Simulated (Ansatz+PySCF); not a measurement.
Results of a calculation; reference values are marked as such.
**H5O2+ → H3O+ + H2O**

H5O2+ (charge 1, multiplicity 1):
```xyz
7

H     0.0000    0.0000   -0.0248
O     1.1917    0.0423    0.0327
O    -1.1917   -0.0423    0.0327
H     1.6054    0.8024    0.4713
H    -1.6054   -0.8024    0.4713
H     1.7350   -0.2354   -0.7208
H    -1.7350    0.2354   -0.7208
```

H3O+ (charge 1, multiplicity 1):
```xyz
4

O     0.0000    0.0000    0.0745
H     0.9429    0.0000   -0.1986
H    -0.4715    0.8166   -0.1986
H    -0.4715   -0.8166   -0.1986
```

H2O (charge 0, multiplicity 1):
```xyz
3

O     0.0000    0.0000   -0.1197
H     0.0000    0.7542    0.4787
H     0.0000   -0.7542    0.4787
```

Shapes relaxed with PBE0/def2-SVP. Single points in def2-SVP with Ansatz (development build ahead of 0.2.0), no zero-point energy. Correlated methods freeze no orbital on H to Be, one on B to Mg, five on Al to Zn, nine on Ga to Sr.

```tsv
method	reaction energy
CCSD (restricted)	159.7 kJ/mol
CCSD(T) (restricted)	162.4 kJ/mol
HF (restricted)	142.3 kJ/mol
MP2 (restricted)	167.0 kJ/mol
PBE0 (restricted)	180.0 kJ/mol
r2SCAN (restricted)	179.5 kJ/mol
wB97X (restricted)	176.1 kJ/mol
```

Question: What does PBE (restricted) give?

Answer: 187.7 kJ/mol.
